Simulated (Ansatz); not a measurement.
System: litharge SnO. Method: PBE0 (PAW; Ansatz, a first-principles code).

Run with plane-wave cutoff 460 eV, 8×8×6 k mesh (along the axes of the cell as run), Fermi–Dirac smearing 0.01 eV, scalar-relativistic PAW data made under PBE.

Cell (measured lattice):

```cif
data_O2Sn2
_chemical_formula_sum 'Sn2 O2'
_space_group_name_H-M_alt 'P 1'
_space_group_IT_number 1
_cell_length_a 3.80100
_cell_length_b 3.80100
_cell_length_c 4.83500
_cell_angle_alpha 90.000
_cell_angle_beta 90.000
_cell_angle_gamma 90.000
loop_
_space_group_symop_operation_xyz
  'x, y, z'
loop_
_atom_site_label
_atom_site_type_symbol
_atom_site_fract_x
_atom_site_fract_y
_atom_site_fract_z
_atom_site_occupancy
Sn1 Sn 0.50000 0.00000 0.76310 1
Sn2 Sn 0.00000 0.50000 0.23690 1
O1 O 0.50000 0.50000 0.00000 1
O2 O 0.00000 0.00000 0.00000 1
```

Give the computed band gap, smallest direct gap on the k points sampled and direct gap at Γ.


- band gap = 1.05 eV
- smallest direct gap on the k points sampled = 3.33 eV
- direct gap at Γ = 3.45 eV

Note: cell and atoms aren't relaxed at this level (largest force component 0.15 eV/Å).

Spin–orbit coupling is not included.

Computed values are for the static lattice.

Cost on a shared machine: very roughly 4 core-minutes.
